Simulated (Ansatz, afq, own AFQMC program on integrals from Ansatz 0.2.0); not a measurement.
Integrals from Ansatz 0.2.0, then the random walk in our own AFQMC program (afq).

```yaml
crystal:
  periodic: [false, false, false]
  atoms:
    - {symbol: Si, position_ang: [0.000000, 0.000000, 0.739430]}
    - {symbol: C, position_ang: [0.000000, 0.000000, -1.618570]}
    - {symbol: H, position_ang: [0.000000, 1.244456, 1.537169]}
    - {symbol: H, position_ang: [0.000000, -1.244456, 1.537169]}
    - {symbol: H, position_ang: [0.000000, 0.917470, -2.195488]}
    - {symbol: H, position_ang: [0.000000, -0.917470, -2.195488]}
basis:
  gaussian: {orbitals: 6-31G}
magnetization: {spin_polarized: false}
correlation: {method: ccsd_t, electrons: outside_noble_gas, hamiltonian_folder: ham}
```

```sh
$ ansatz run in.yaml --threads 1 --pin off --events-out ev --progress --plain --max-ram 1382MiB
```

afq runs on the folder ham with

```
--method phaseless --trial hf --walkers 140 --populations 1 --least-time 40 --time-step 0.005 --steps-per-block 20 --equilibration-blocks 160 --max-blocks 600 --target-error 0.00252 --factor-cut 1e-05 --seed 8177 --taylor-order 6
```

Times are imaginary, in 1/Eh. The walk had a cap of 491 s.

Log:

```
orbitals 24  electrons 6 6  factors 161 of 395
reference energy -328.85645408 Eh
CCSD correlation -0.22850756 Eh in 13 cycles, weight of the determinant in the CISD state 0.7625
energy of the start -328.856454 Eh
 block  time / (1/Eh)  mean weight  energy / Eh
     1     0.100  1.0008  -328.887659
     2     0.200  1.0015  -328.914122
     3     0.300  1.0026  -328.946229
     4     0.400  1.0014  -328.960561
     5     0.500  1.0010  -328.972053
     9     0.900  0.9999  -329.018164
    58     5.800  0.9998  -329.041104
   134    13.400  0.9998  -329.080359
   210    21.000  0.9993  -329.077377
   286    28.600  0.9997  -329.047287
   324    32.400  1.0016  -329.018940
   362    36.200  1.0030  -329.170210
   438    43.800  0.9994  -329.071021
   514    51.400  1.0003  -329.119046
   590    59.000  0.9991  -329.070944
   666    66.600  0.9993  -329.043937
   742    74.200  0.9993  -329.048732
blocks merged  error / Eh  count
     1  0.001324  600
     2  0.001779  300
     4  0.002266  150
     8  0.002918  75
    16  0.003103  37
    32  0.003480  18
    64  0.003790  9
energy -329.079612 +/- 0.003480 Eh
(rows thinned)
```

The run passed its tests (sampling time, drift between the halves within three errors, error under three times the target), which doesn't prove that it has relaxed.

Against this walk (error 94.7 meV) on the same determinant: CCSD(T) 455.7 meV lower, CCSDT(Q) 485.1 meV lower, a separate phaseless walk with a CISD trial and standard settings 415.4 ± 99.2 meV lower. The error is statistical and leaves out the bias of the constraint. None of these is a sure reference here.

Cautions: constraint bias not in the error; error above the target (94.7 against 68.6 meV); higher spins were not checked; restricted determinant unstable towards unrestricted (UHF 1.90 eV lower, ⟨S²⟩ 1.13); strong correlation (T1 0.021, weight of the determinant 0.76, largest double 0.39); the CCSD(T) amplitudes may be one of several solutions (largest double 0.39); the CCSDT(Q) amplitudes may be one of several solutions (largest double 0.43).

The walk took 3 min on 1 thread of Arm Neoverse N1 (shared host). The log's last line is the phaseless energy.

CCSDT and higher add their correlation energy to the determinant of the CCSD(T) run, since their own runs factorise the integrals more tightly (a shift of under 2 meV). A walk keeps the symmetry of its determinant, which the program's search chose and which needn't be the lowest solution, so a lower state of the same spin and another symmetry isn't excluded.
